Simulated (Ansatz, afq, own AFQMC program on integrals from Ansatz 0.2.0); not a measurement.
H2O + N, quartet in cc-pVTZ along one coordinate

```xyz
4

O    -1.1404   -0.0292    0.0000
H    -1.3897    0.8974    0.0000
H    -0.1808   -0.0292    0.0000
N     1.4156   -0.0292    0.0000
```

A hydrogen atom is moved from one rigid fragment to the other; the O1–H3 distance tells how far. The two fragments are held close together, so this isn't a minimum-energy path and the start is a compressed complex. Energies in kcal/mol count from this geometry (0.960 Å) at the same level; the start stands on UHF, each point on the determinant named.

Basis cc-pVTZ. Noble-gas cores (and the filled d shells of Ga–Kr and In–Xe) are frozen. Ansatz 0.2.0 and our own AFQMC program on the same integrals; the CISD trial comes from CCSD amplitudes, and released means the phaseless constraint is let go. ± is one standard error of the sampling.

Cautions, each for one point or more: lower spins were not checked; the ph-AFQMC/CISD walk drifts between its halves; unrestricted determinant slightly spin contaminated.

```json
{"r(O1–H3) / Å": "1.119", "det.": "UHF", "T1": "0.014", "weight": "0.90", "⟨S²⟩": "3.77", "CCSD": "13.1", "B2PLYP": "10.4", "CCSD(T)": "12.2"}
{"r(O1–H3) / Å": "1.198", "det.": "UHF", "T1": "0.016", "weight": "0.89", "⟨S²⟩": "3.79", "CCSD": "22.4", "B2PLYP": "17.9", "CCSD(T)": "21.1"}
{"r(O1–H3) / Å": "1.278", "det.": "UHF", "T1": "0.022", "weight": "0.88", "⟨S²⟩": "3.83", "CCSD": "30.3", "B2PLYP": "24.1", "CCSD(T)": "28.8"}
{"r(O1–H3) / Å": "1.357", "det.": "UHF", "T1": "0.032", "weight": "0.87", "⟨S²⟩": "3.83", "CCSD": "34.8", "B2PLYP": "27.9", "CCSD(T)": "33.4"}
{"r(O1–H3) / Å": "1.516", "det.": "UHF", "T1": "0.025", "weight": "0.89", "⟨S²⟩": "3.78", "CCSD": "36.5", "B2PLYP": "31.0", "CCSD(T)": "36.5"}
```

**Question.** Estimate the curve of CCSDT(Q), counted from the same start.

**Answer.** 
```csv
r(O1–H3) / Å,det.,T1,weight,⟨S²⟩,CCSDT(Q),ph-AFQMC/CISD,released AFQMC
1.119,UHF,0.014,0.90,3.77,12.0,12.4 ± 0.2,–
1.198,UHF,0.016,0.89,3.79,20.7,21.0 ± 0.2,–
1.278,UHF,0.022,0.88,3.83,28.2,29.0 ± 0.2,27.8 ± 0.3*
1.357,UHF,0.032,0.87,3.83,32.8,33.4 ± 0.2,32.6 ± 0.2
1.516,UHF,0.025,0.89,3.78,36.1,36.4 ± 0.1,–
```

Weight is that of the determinant in the CISD state; at the start T1 is 0.010 and the weight 0.91, and ⟨S²⟩ is 3.76. An asterisk marks released energies that aren't shown to be converged. A dash marks a missing value, a released energy that hasn't settled or a functional that sits on another state. Largest departures from CCSDT(Q), at the points where its series has closed: CCSD(T) 0.6 kcal/mol at 1.357 (on UHF), ph-AFQMC/CISD 0.7 kcal/mol at 1.278 (on UHF), CCSD 2.1 kcal/mol at 1.278 (on UHF), B2PLYP -5.1 kcal/mol at 1.516. Functionals count only at points shown to share the start's state and spin.

A walk keeps the symmetry of its determinant, which the program's search chose and which needn't be the lowest solution, so a lower state of the same spin and another symmetry isn't excluded.
